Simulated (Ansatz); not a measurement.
# How methods differ on AlH3 (SMILES [H][Al]([H])[H])

AlH3: 4 atoms, total charge 0, spin state singlet. As SMILES, `[H][Al]([H])[H]`. Geometry: a GFN2-xTB relaxation, a rough one for these elements and not checked as a minimum.

```xyz
4

Al    0.0000    0.0000    0.0000
H     1.5527   -0.0305    0.0146
H    -0.7498    1.3598   -0.0191
H    -0.8028   -1.3293    0.0045
```

Each level gives the energy change with the Al1–H2 bond stretched from 1.553 to 1.941 Å (eV). The values are calculated.

| level | kind | program | value (eV) |
| --- | --- | --- | --- |
| BLYP/6-31G* (spherical functions) (restricted) | GGA | Ansatz | 0.47 |
| r2SCAN/6-31G* (spherical functions) (restricted) | meta-GGA | Ansatz | 0.52 |
| B3LYP/6-31G* (spherical functions) (restricted) | global hybrid | Ansatz | 0.53 |
| BHLYP/6-31G* (spherical functions) (restricted) | global hybrid | Ansatz | 0.60 |
| CAM-B3LYP/6-31G* (spherical functions) (restricted) | range-separated hybrid | Ansatz | 0.56 |
| MP2/6-31G* (spherical functions) (restricted) | perturbation theory | Ansatz | 0.56 |
| CCSDT(Q)/6-31G* (spherical functions) (restricted) | coupled cluster or CI | Ansatz | 0.49 |
| CCSDTQ/6-31G* (spherical functions) (restricted) | coupled cluster or CI | Ansatz | 0.49 |
| FCI/3-21G | exact in the basis | Ansatz | 0.38 |

The first shape isn't each level's own minimum. The values span 0.38 to 0.60 eV. High-level rows in very small sets aren't better than simpler rows in larger ones.
